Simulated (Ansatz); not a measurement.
## Ga₂PH⁺, quartet: reading a ladder of total energies

Geometry: that of the Ga2PH, triplet, kept fixed. The doublet lies 1.6 eV lower here.

```yaml
atoms:
  - { symbol: Ga, position_ang: [0.0000, -0.3606, 1.3636] }
  - { symbol: P, position_ang: [0.0000, 1.5274, 0.0000] }
  - { symbol: Ga, position_ang: [0.0000, -0.3606, -1.3636] }
  - { symbol: H, position_ang: [0.0000, 2.9550, 0.0000] }
```

Basis cc-pVDZ; Ansatz 0.2.0. Correlated methods freeze the noble-gas cores and the filled d shells of p-block atoms, which leaves 11 electrons in 44 orbitals. Prefix R: restricted or restricted open-shell reference; prefix U: unrestricted. No spin–orbit coupling is included, and no scalar relativity.

Full CI isn't at hand for all of this; UCCSDT(Q) serves as the reference, and is uncertain by the last step of the cluster series or more.

UCCSD has a T1 diagnostic of 0.028 and a largest doubles amplitude of 0.06.

Runs differ by some tens of microhartree through their thresholds and, for an open shell, their frozen cores, so steps under 0.03 kcal/mol mean nothing.

Here the R and U totals at CCSDT(Q) differ by 0.25 kcal/mol, a measure of how far such totals hang on the determinant and its frozen core.

```
    level  total energy (hartree)
      UHF            -4187.458935
     UMP2            -4187.628742
    UCCSD            -4187.666642
 UCCSD(T)            -4187.675984
   UCCSDT            -4187.677719
UCCSDT(Q)            -4187.678457
```

Question: What is the correlation energy at UCCSDT(Q), and what share of it do UMP2 and UCCSDT recover?

Answer: E(corr) = -4187.678457 − (-4187.458935) = -0.219522 hartree = -5.973 eV. UMP2: -0.169807 / -0.219522 = 77.35 %. UCCSDT: -0.218784 / -0.219522 = 99.66 %.

Question: By how many kcal/mol does UCCSD(T) miss UCCSDT(Q) (1 hartree = 627.509 kcal/mol), and which steps make up the rest?

Answer: -4187.675984 − (-4187.678457) = 0.002473 hartree = 1.55 kcal/mol. Steps: UCCSDT − UCCSD(T) = -1.09, UCCSDT(Q) − UCCSDT = -0.46 kcal/mol. Differences between like states or geometries often cancel part of this.
